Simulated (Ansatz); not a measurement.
# Yb, fcc: geometry optimisation

Computed with DFT, RPBE, plane waves (420 eV) with PAW, scalar-relativistic (Ansatz). (PAW data from PBE, frozen cores regenerated.)

k-point mesh 10×10×10, Fermi-Dirac smearing 0.1 eV, no spin polarisation. Cell and atoms relax.

Starting structure:

```cif
data_structure
_symmetry_space_group_name_H-M 'P 1'
_symmetry_Int_Tables_number 1
_cell_length_a 3.8793
_cell_length_b 3.8793
_cell_length_c 3.8793
_cell_angle_alpha 60.000
_cell_angle_beta 60.000
_cell_angle_gamma 60.000
_cell_volume 41.28
loop_
_atom_site_label
_atom_site_type_symbol
_atom_site_fract_x
_atom_site_fract_y
_atom_site_fract_z
_atom_site_occupancy
Yb1 Yb 0.00000 0.00000 0.00000 1
```

Problem. What cell does the relaxation end in?

Solution. Fm-3m with a = 5.379 Å; 38.91 Å³ per atom against 41.28 at the start (-5.7 %).

Problem. How much energy does the relaxation gain?

Solution. 6.3 meV per atom.
